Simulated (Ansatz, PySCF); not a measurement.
System: sodium chloride, NaCl, net charge 0, singlet state. SMILES: [Na][Cl]
Geometry: optimised at B3LYP-D3(BJ)/def2-TZVP (Ansatz, a program for electronic structure).


Property: enthalpy of formation at 298 K (from the atomisation energy, B3LYP-D3(BJ)/def2-TZVP harmonic zero-point and thermal terms from PySCF, and the atoms' enthalpies of formation in the G2/97 table; no spin-orbit terms, and no core term in the frozen-core levels), in kcal/mol. Cores are frozen in the correlated levels unless marked. Open shells are spin-unrestricted. Spin-orbit coupling is left out. Non-relativistic. The coupled-cluster limit lacks core correlation, which all-electron functionals hold. CBS(X,Y): correlation extrapolated as X^-3; Hartree-Fock from the larger set.

Measured: -43.6 kcal/mol (G2/97 table in ASE (Curtiss et al.)); it holds spin-orbit and relativistic effects, which these rows lack, and core correlation, which the frozen-core levels lack. This is an older compilation, not checked against later work.

```
level                                        program  enthalpy of formation at 298 K (kcal/mol)  error against measurement
------------------------------------  --------------  -----------------------------------------  -------------------------
HF/def2-QZVPPD                                Ansatz                                      -15.5                       28.1
BP86-D4/def2-TZVPD                     PySCF + dftd4                                      -41.1                        2.5
BP86/def2-TZVPD                                PySCF                                      -40.5                        3.1
B2PLYP-D3(BJ)/def2-TZVPD              Ansatz + dftd3                                      -40.5                        3.1
RI-MP2/def2-TZVPP                             Ansatz                                      -41.7                        1.9
SCS-MP2/def2-SVP                              Ansatz                                      -31.1                       12.5
CCSD/def2-SVP                                 Ansatz                                      -30.0                       13.6
CCSD/def2-QZVPPD                              Ansatz                                      -40.9                        2.7
CCSD/CBS(def2-TZVPPD,def2-QZVPPD)             Ansatz                                      -42.9                        0.7
CCSD(T)/CBS(def2-TZVPPD,def2-QZVPPD)          Ansatz                                      -45.1                       -1.5
```
